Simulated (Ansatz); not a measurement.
Relative stability

Two isomers of AlH3S2, singlet, relaxed at PBE0-D4/def2-TZVP (vibrations not checked).

A:

S1  (-1.484, -1.271, -0.806)
Al2  (0.034, 0.106, -0.070)
S3  (1.098, -0.512, 1.727)
H4  (-1.795, -0.465, -1.836)
H5  (0.343, 1.471, -0.795)
H6  (1.846, 0.606, 1.734)
(Å)

B:

```json
{"atom": "Al1", "x (Å)": "-0.6540", "y (Å)": "0.2544", "z (Å)": "-0.5871"}
{"atom": "S2", "x (Å)": "-0.7221", "y (Å)": "-0.8831", "z (Å)": "1.3501"}
{"atom": "S3", "x (Å)": "1.1825", "y (Å)": "-0.8811", "z (Å)": "0.5056"}
{"atom": "H4", "x (Å)": "-1.0911", "y (Å)": "-0.5168", "z (Å)": "-1.8927"}
{"atom": "H5", "x (Å)": "-0.4305", "y (Å)": "1.8153", "z (Å)": "-0.4723"}
{"atom": "H6", "x (Å)": "1.7151", "y (Å)": "0.2113", "z (Å)": "1.0965"}
```

Computed with Ansatz 0.2.0 (basis: def2-TZVPP); correlated methods freeze the cores. B3LYP uses VWN-RPA correlation.

**Question.** Which structure is lower at CCSD(T), and by how much? (An estimate is asked for; the value comes from the calculation.)

**Answer.** Computed: A, by 150.4 kJ/mol (electronic energy, against the other). By their contacts, A is AlH₃S₂ ([SH][AlH][SH]) and B is AlH₃S₂ ([AlH2]1[S][SH]1).

All methods give the same order:

```csv
method,E(B) − E(A) (kJ/mol)
PBE-D4,131.8
r2SCAN-D4,143.2
PBE0-D4,139.0
B3LYP-D4,143.3
wB97M-V,142.7
HF,165.9
MP2,151.4
CCSD,154.5
CCSD(T),150.4
```

No T1 diagnostic of these runs exceeds 0.013.

Labels in which every atom is bracketed show which atoms are joined, not bond orders.
